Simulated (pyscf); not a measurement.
This saddle point was located with ωB97X-D3(BJ)/def2-SVP in PySCF.

```
In
H 1 1.7118
H 1 1.7186 2 133.15
O 1 2.1457 2 108.96 3 143.36
H 4 0.9659 1 118.57 2 -132.28
H 4 1.4416 5 118.13 1 106.18
As 6 1.6575 4 132.32 5 -125.77
H 7 1.4997 6 114.57 4 -121.83
H 7 1.5001 8 101.10 6 120.85
```
Charge 0, spin multiplicity 1.

Surface: singlet, charge 0. Lowest wavenumbers (cm⁻¹): 1040i, 171, 213, 232, 271.

Question: Name the species on either side of this saddle.

Answer: H₂As–InH₂ + H₂O ⇌ AsH₃ + HO–InH₂, a four-centre exchange read from left to right: As–In, H–O broken and As–H, In–O formed. At ωB97M-D3(BJ)/def2-TZVP it lies +0.72 eV from the left side and +0.43 eV from the right (each side as separated species at their lowest minima found). On the reactant side the descent ends in an adduct with a In–O contact, 0.63 eV under the separated species and 1.24 eV under the saddle at ωB97X-D3(BJ)/def2-TZVP. On the product side the descent ends in an adduct with a As–In contact, 0.58 eV under the separated species and 0.68 eV under the saddle at ωB97X-D3(BJ)/def2-TZVP. What is counted as formed (In–O) is already present as a longer contact in the reactant adduct; forming that adduct is a step of its own. What is counted as broken (As–In) persists as a longer contact in the product adduct; parting that adduct is a step of its own. At ωB97X-D3(BJ) the barrier from the zero used here is 0.61 eV. One saddle was located; it need not be the lowest between these sides. Elements up to Kr have no core potential and no relativistic terms here. Elements past Kr carry the def2 core potentials, without spin-orbit coupling.
